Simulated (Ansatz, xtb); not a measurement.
# Relaxing a trial structure of BHNSi

The starting geometry of this gas-phase doublet has its atoms placed at random.

```tsv
atom	x (Å)	y (Å)	z (Å)
B	-0.0385	-1.4843	-0.5769
N	1.1307	-0.2741	-0.5112
Si	0.6899	1.4582	-0.5754
H	-0.1426	0.6030	-1.7151
```

Q: Guess where an optimisation with r2SCAN-D4/def2-SVP ends from this start.

A: It ends as a structure given below by its coordinates. Distances that change by over a tenth: B1–N2 (1.68 → 1.27 Å).

The energy falls by 2.88 eV over 11 steps:

| step | E − E(last) (eV) |
| --- | --- |
| 1 | 2.879 |
| 2 | 1.613 |
| 3 | 0.450 |
| 4 | 0.368 |
| 5 | 0.293 |
| 7 | 0.092 |
| 8 | 0.009 |
| 9 | 0.000 |
| 10 | 0.000 |
| 11 | 0.000 |

Final geometry (Å):

| atom | x (Å) | y (Å) | z (Å) |
| --- | --- | --- | --- |
| B | 0.5645 | -1.7228 | -0.1904 |
| N | 0.5692 | -0.4865 | -0.4906 |
| Si | 0.7063 | 1.2167 | -0.7271 |
| H | -0.2005 | 1.2954 | -1.9707 |

From the same start GFN2-xTB reaches the same bonding as this run.

From so rough a start the end depends on the optimiser's path, so another program may land elsewhere. No frequencies were run, so the end isn't proven a minimum. Open shells are spin-unrestricted. Run with Ansatz 0.2.0, 61 s on 1 thread of Intel(R) Xeon(R) Platinum 8259CL CPU @ 2.50GHz (Skylake/Cascade Lake), on a shared host.
